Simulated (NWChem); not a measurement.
# BHO2 (oxoborinic acid): levels of theory compared

Wanted: a comparison of 3 runs (M06-L/def2-TZVPP, CAM-B3LYP/def2-TZVPP, r2SCAN/def2-TZVPP) of BHO2 (oxoborinic acid). 

The results are computed with NWChem 7.3.0.

### Step 1. The molecule

BHO2 has 4 atoms, charge 0, and is taken as a singlet. As SMILES, `O=BO`. The shape is that of a PBE0-D4/def2-TZVP optimisation.

Bond lengths: O1–B2 1.210 Å, B2–O3 1.322 Å, O3–H4 0.960 Å. Angles: O1–B2–O3 177.5°, B2–O3–H4 117.0°.

### Step 2. Energy and forces at M06-L/def2-TZVPP (run 1)

test.xyz

```xyz
4

O     -1.555100     0.523500     0.428500
B     -0.423900     0.132000     0.248600
O      0.816700    -0.302000     0.108600
H      1.162300    -0.353500    -0.785700
```

run.py

```python
from ase.io import read
from ase.calculators.nwchem import NWChem

molecule = read('test.xyz')

calc = NWChem(
    label='test',
    theory='dft',
    memory='2200 mb',
    basis='def2-TZVPP',
    basispar='spherical bse',
    dft={'xc': 'm06-l', 'mult': '1', 'grid': 'fine', 'convergence': 'energy 1e-08', 'iterations': '100', 'mulliken': None, 'print': 'low'},
)
molecule.calc = calc

forces = molecule.get_forces()
e = molecule.get_potential_energy()
print(f"E = {e:.6f} eV")
print("forces (eV/A):")
for s, f in zip(molecule.symbols, forces):
    print(f"{s:2s} {f[0]:10.5f} {f[1]:10.5f} {f[2]:10.5f}")
```

Run with:

```bash
$ export ASE_NWCHEM_COMMAND="nwchem PREFIX.nwi > PREFIX.nwo"
$ python run.py
```

Output:

```text
E = -4790.171100 eV
forces (eV/A):
O    -0.10937    0.03481    0.05456
B     0.16964   -0.05050   -0.12789
O     0.06628   -0.01265   -0.13750
H    -0.12655    0.02833    0.21083
```

The calculator wrote test.nwi:

```
title "test"

permanent_dir test

scratch_dir test

start test

geometry units angstrom nocenter noautosym noautoz
  O  -1.5550999999999999e+00 5.2349999999999997e-01 4.2849999999999999e-01
  B  -4.2390000000000000e-01 1.3200000000000001e-01 2.4859999999999999e-01
  O  8.1669999999999998e-01 -3.0199999999999999e-01 1.0860000000000000e-01
  H  1.1623000000000001e+00 -3.5349999999999998e-01 -7.8569999999999995e-01
end

memory 2200 mb

basis spherical bse noprint
   * library def2-TZVPP
end

dft
  xc m06-l
  mult 1
  grid fine
  convergence energy 1e-08
  iterations 100
  mulliken
  print low
end

task dft gradient
```

test.nwo:

```text
Northwest Computational Chemistry Package (NWChem) 7.3.0
             --------------------------------------------------------

           Job information
           ---------------

    nwchem branch   = 7.3.0
    use scalapack   = T
    input           = test.nwi
    prefix          = test.
    data base       = test/test.db
    status          = startup
    nproc           =        1

           Memory information
           ------------------

    heap     =     72089596 doubles =      550.0 Mbytes
    stack    =     72089601 doubles =      550.0 Mbytes
    global   =    144179200 doubles =     1100.0 Mbytes (distinct from heap & stack)
    total    =    288358397 doubles =     2200.0 Mbytes
    verify   = yes
    hardfail = no

           Directory information
           ---------------------

  0 permanent = test
  0 scratch   = test

                                NWChem Input Module
                                -------------------

                                       test
                                       ----

[... 24 lines left out ...]
            Nuclear Dipole moment (a.u.)
[... 61 lines left out ...]
   convergence    iter        energy       DeltaE   RMS-Dens  Diis-err    time
[... 14 lines left out ...]
         Total DFT energy =     -176.035542468688
      One electron energy =     -347.993551258562
           Coulomb energy =      139.627417945413
    Exchange-Corr. energy =      -21.674989642689
 Nuclear repulsion energy =       54.005580487150
[... 16 lines left out ...]
     -------------------------------------------
      Total Density - Lowdin Population Analysis
     -------------------------------------------

    Atom       Charge   Shell Charges
 -----------   ------   -------------------------------------------------------
    1 O    8     7.80   0.88  1.08  0.52  0.58  0.32  1.69  1.80  0.89  0.00  0.03  0.00
    2 B    5     5.62   0.95  0.99  0.33  0.21  0.08  0.92  0.82  0.23  0.21  0.64  0.23
    3 O    8     7.52   0.87  1.08  0.47  0.49  0.26  1.71  1.77  0.82  0.00  0.04  0.00
    4 H    1     1.06   0.24  0.31  0.09  0.05  0.28  0.10

                         DFT ENERGY GRADIENTS

    atom               coordinates                        gradient
                 x          y          z           x          y          z
   1 O      -2.938713   0.989272   0.809748    0.002127  -0.000677  -0.001061
   2 B      -0.801055   0.249444   0.469786   -0.003299   0.000982   0.002487
   3 O       1.543339  -0.570697   0.205224   -0.001289   0.000246   0.002674
   4 H       2.196429  -0.668018  -1.484758    0.002461  -0.000551  -0.004100

 Task  times  cpu:       25.8s     wall:       25.8s
 Total times  cpu:       25.9s     wall:       25.9s
```

Wall time 27 s (1 thread of AMD EPYC 7R43 (Zen 3), shared host); peak memory 0.12 GiB.

### Step 3. Energy and forces at CAM-B3LYP/def2-TZVPP (run 2)

job.nw

```
start job
memory 2200 mb
charge 0
geometry units angstrom noautosym nocenter noautoz
O     -1.555100     0.523500     0.428500
B     -0.423900     0.132000     0.248600
O      0.816700    -0.302000     0.108600
H      1.162300    -0.353500    -0.785700
end
basis spherical bse
* library def2-TZVPP
end
dft
xc xcamb88 1.00 lyp 0.81 vwn_5 0.19 hfexch 1.00
cam 0.33 cam_alpha 0.19 cam_beta 0.46
grid fine
convergence energy 1e-08
direct
iterations 100
mulliken
print medium
end
task dft gradient
```

Run with:

```bash
$ nwchem job.nw > job.out
```

Output:

```text
[...]
          Wavefunction type:  closed shell.
          No. of atoms     :     4
          No. of electrons :    22
[...]
          Charge           :     0
          Spin multiplicity:     1
[...]
          AO basis - number of functions:   107
[...]
              XC Information
              --------------
                     Hartree-Fock (Exact) Exchange  1.000
                   CAM-Becke88 Exchange Functional  1.000
                      VWN V Correlation Functional  0.190 local
              Lee-Yang-Parr Correlation Functional  0.810
[...]
 d= 0,ls=0.0,diis     1   -175.8732254706 -2.30D+02  9.15D-03  1.16D+00     8.9
[...]
 d= 0,ls=0.0,diis    10   -176.0025610814 -6.55D-09  5.25D-07  3.31D-09    83.1
         Total DFT energy =     -176.002561081442
      One electron energy =     -347.857449424526
           Coulomb energy =      139.461487437852
    Exchange-Corr. energy =      -21.612179581918
 Nuclear repulsion energy =       54.005580487150
[...]
      Total Density - Mulliken Population Analysis
     ---------------------------------------------
    Atom       Charge   Shell Charges
 -----------   ------   -------------------------------------------------------
    1 O    8     8.23   0.79  1.18  0.62  0.83  0.34  1.89  1.70  0.86  0.00  0.01  0.00
    2 B    5     4.75   0.92  1.05  0.57  0.11  0.02  1.06  0.63  0.12  0.11  0.12  0.05
    3 O    8     8.25   0.79  1.18  0.59  0.84  0.30  1.96  1.80  0.78  0.00  0.01  0.00
    4 H    1     0.77   0.25  0.38  0.03  0.02  0.07  0.01
[...]
  wavefunction    = closed shell
[...]
                         DFT ENERGY GRADIENTS
    atom               coordinates                        gradient
                 x          y          z           x          y          z
   1 O      -2.938713   0.989272   0.809748   -0.005615   0.001928   0.001087
   2 B      -0.801055   0.249444   0.469786    0.004820  -0.001572  -0.001966
   3 O       1.543339  -0.570697   0.205224    0.001625  -0.000711   0.001576
   4 H       2.196429  -0.668018  -1.484758   -0.000831   0.000355  -0.000697
[...]
```

Run time: 2.4 min. Hardware: 1 thread of AMD EPYC 7R43 (Zen 3), shared host; peak memory 0.11 GiB.

### Step 4. Energy and forces at r2SCAN/def2-TZVPP (run 3)

mol.nw

```
start mol
title "BHO2 r2SCAN"
memory stack 880 mb heap 220 mb global 1100 mb

geometry units angstrom noautosym nocenter noautoz
 O    -1.555100    0.523500    0.428500
 B    -0.423900    0.132000    0.248600
 O     0.816700   -0.302000    0.108600
 H     1.162300   -0.353500   -0.785700
end

basis spherical bse
 * library def2-TZVPP
end

dft
 xc r2scan
 grid fine
 convergence energy 1e-08
 iterations 100
 mulliken
end

task dft gradient
```

Run with:

```bash
$ nwchem mol.nw > mol.out
```

Output:

```text
[...]
          Wavefunction type:  closed shell.
          No. of atoms     :     4
          No. of electrons :    22
[...]
          Charge           :     0
          Spin multiplicity:     1
[...]
          AO basis - number of functions:   107
[...]
              XC Information
              --------------
                      r^2SCAN Method XC Functional
               r^2SCAN metaGGA Exchange Functional  1.000
                     r^2SCAN Correlation Potential  1.000
[...]
 d= 0,ls=0.0,diis     1   -175.8460615318 -2.30D+02  1.29D-02  1.09D+00     1.9
[...]
 d= 0,ls=0.0,diis    11   -175.9721681577 -1.50D-10  2.93D-08  8.59D-12    17.5
         Total DFT energy =     -175.972168157738
      One electron energy =     -347.880784446170
           Coulomb energy =      139.490542722136
    Exchange-Corr. energy =      -21.587506920853
 Nuclear repulsion energy =       54.005580487150
[...]
      Total Density - Mulliken Population Analysis
     ---------------------------------------------
    Atom       Charge   Shell Charges
 -----------   ------   -------------------------------------------------------
    1 O    8     8.27   0.79  1.18  0.62  0.85  0.37  1.87  1.77  0.81  0.00  0.01  0.00
    2 B    5     4.67   0.92  1.05  0.54  0.10  0.01  1.04  0.65  0.10  0.11  0.11  0.05
    3 O    8     8.29   0.79  1.18  0.59  0.86  0.33  1.93  1.87  0.73  0.00  0.01  0.00
    4 H    1     0.76   0.25  0.38  0.03  0.02  0.07  0.01
[...]
  wavefunction    = closed shell
                         DFT ENERGY GRADIENTS
    atom               coordinates                        gradient
                 x          y          z           x          y          z
   1 O      -2.938713   0.989272   0.809748    0.007474  -0.002547  -0.001676
   2 B      -0.801055   0.249444   0.469786   -0.005272   0.001737   0.001906
   3 O       1.543339  -0.570697   0.205224   -0.002234   0.000825  -0.000275
   4 H       2.196429  -0.668018  -1.484758    0.000033  -0.000015   0.000044
[...]
```

Run time: 26 s. Hardware: 1 thread of AMD EPYC 7R43 (Zen 3), shared host; peak memory 0.12 GiB.

### Step 5. The series

| run | level | energy (Eh) | largest force (eV/Å) | wall time |
| --- | --- | --- | --- | --- |
| 1 | M06-L/def2-TZVPP | -176.035542 | 0.248 | 27 s |
| 2 | CAM-B3LYP/def2-TZVPP | -176.002561 | 0.310 | 2.4 min |
| 3 | r2SCAN/def2-TZVPP | -175.972168 | 0.415 | 26 s |

### Step 6. What came out

```
                       quantity          value
            run 3: total energy  -175.97217 Eh
           run 3: dipole moment         3.84 D
             run 3: HOMO energy       -8.10 eV
             run 3: LUMO energy       -0.65 eV
           run 3: HOMO–LUMO gap        7.45 eV
run 3: largest force on an atom     0.415 eV/Å
```

**Reading.** Totals of different functionals can't be ranked against each other. All runs together took 3.3 min, the longest 2.4 min.
